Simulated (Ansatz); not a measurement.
The input, for Ansatz 0.2.0:

```yaml
crystal:
  periodic: [false, false, false]
  atoms:
    - {symbol: Al, position_ang: [0.000000, 0.000000, 0.793038]}
    - {symbol: C, position_ang: [0.000000, 0.000000, -1.429404]}
    - {symbol: H, position_ang: [0.000000, 1.045502, -2.097973]}
    - {symbol: H, position_ang: [0.000000, -1.045502, -2.097972]}
basis:
  gaussian: {orbitals: STO-3G}
magnetization: {spin_polarized: false, initial_magnetization: 3}
correlation: {method: fic_nevpt4_sd, electrons: outside_noble_gas, active_space: {window: {electrons: 9, orbitals: 8}}}
```

```sh
$ ansatz run in.yaml --threads 1 --pin off --events-out ev --progress --plain --max-ram 2393MiB
```

(1) Roughly how long does this take on 1 thread of Intel Xeon 6975P-C, shared host, and how much host memory?

```
183 factors; integrals over basis functions are off by at most 5.5e-5 eV
mean field evaluation 1: about -7544.7364 eV, gradient 6.8e0 eV
mean field evaluation 2: about -7544.7633 eV, gradient 6.8e0 eV
mean field evaluation 4: about -7545.5443 eV, gradient 9.9e-1 eV
mean field evaluation 8: about -7545.6467 eV, gradient 1.0e-1 eV
mean field evaluation 16: about -7545.4426 eV, gradient 5.3e-6 eV
mean field evaluation 32: about -7545.4426 eV, gradient 9.8e-6 eV
mean field -7545.64698813 eV, -277.2974121904 hartree, gradient 3.2e-6 eV, S^2 3.750000; 6 other end points of the search recorded, 0 dependent functions left out
reference -7545.64698813 eV, -277.2974121904 hartree; 12, 9 occupied and 4, 7 virtual orbitals, 183 factors
state -7547.11741275 eV, -277.3514492985 hartree
state -7547.11741275 eV, -277.3514492985 hartree; corrected -7548.05380818 eV, -277.3858611960 hartree
state -7546.53766886 eV, -277.3301441038 hartree
state -7546.53766886 eV, -277.3301441038 hartree; corrected -7548.00144738 eV, -277.3839369720 hartree
state -7547.11741275 eV, -277.3514492985 hartree; corrected -7548.05380818 eV, -277.3858611960 hartree
Total energy: -7548.05380818 eV, -277.3858611960 hartree
```

Natural occupations: 1.9987 1.9657 1.9552 1.0028 1.0000 0.9997 0.0423 0.0355.

Results:

(1) 4.1 s wall and 0.21 GiB.
